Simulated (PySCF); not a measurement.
Work out the structure from these simulated measurements.

Formula: C3H3ClO.

| Property | Result |
| --- | --- |
| XPS | Cl2p3/2 206.2, C1s 291.5, C1s 291.8, C1s 294.9, O1s 538.4, Cl1s 2828.8 eV [ΔSCF SCAN, pcX-2 on the ionised atom, pcseg-1 elsewhere, spin-free X2C, 2p3/2 from a spin–orbit splitting computed afterwards within the 2p shell] |
| Dipole | 3.27 D [CAM-B3LYP/def2-SVPD] |
| UV, first state | lowest singlet excitation: 4.49 eV (276 nm, f = 0.000) [TDDFT CAM-B3LYP/def2-SVPD] |
| UV, strongest line | among the 8 lowest singlet transitions: S3 at 6.14 eV (202 nm, f = 0.353) [TDDFT CAM-B3LYP/def2-SVPD] |
| Triplet | lowest triplet excitation (Tamm–Dancoff): 3.65 eV [TDA CAM-B3LYP/def2-SVPD] |
| Polarisability | 55.1 au [CAM-B3LYP/def2-SVPD] |
| Rotational structure | rotational constants A, B, C: 9.210, 2.705, 2.091 GHz [GFN2-xTB] |

Gas-phase values; electronic properties from PySCF, density fitting. Levels stand in brackets. The structure is a single GFN2-xTB conformer in the gas phase; no vibrational or solvent corrections.

Question: Give a SMILES that accounts for the data.

Answer: Numbering: `[CH2:1]=[CH:2][C:3](=[O:4])[Cl:5]`. Its formula, C3H3ClO, gives 2 degrees of unsaturation: 0 rings and 2 π bonds in the structure found. The core levels belong to: Cl2p3/2 206.2 eV, chlorine bonded to C [Cl5]; C1s 291.5 eV, terminal =CH2 carbon [C1]; C1s 291.8 eV, alkene CH carbon [C2]; C1s 294.9 eV, acyl halide carbon [C3]; O1s 538.4 eV, carbonyl oxygen [O4]; Cl1s 2828.8 eV, chlorine bonded to C [Cl5]. S1 is mainly HOMO→LUMO (weight 0.91); the largest Löwdin shares of the orbital it empties are 0.55 on the carbonyl oxygen, 0.30 on the chlorine bonded to C, 0.07 on the acyl halide carbon and 0.06 on the alkene CH carbon, of the orbital it fills 0.27 on the terminal =CH2 carbon, 0.23 on the acyl halide carbon, 0.18 on the carbonyl oxygen and 0.17 on the alkene CH carbon. The optimised geometry has point group Cs and is an asymmetric top. Structure: `C=CC(=O)Cl`. The assignments are read from this structure; whether some other isomer fits the data as well wasn't checked.

The values belong to the conformer `[CH2:1]=[CH:2][C:3](=[O:4])[Cl:5]`: C1–C2–C3–O4 0°.
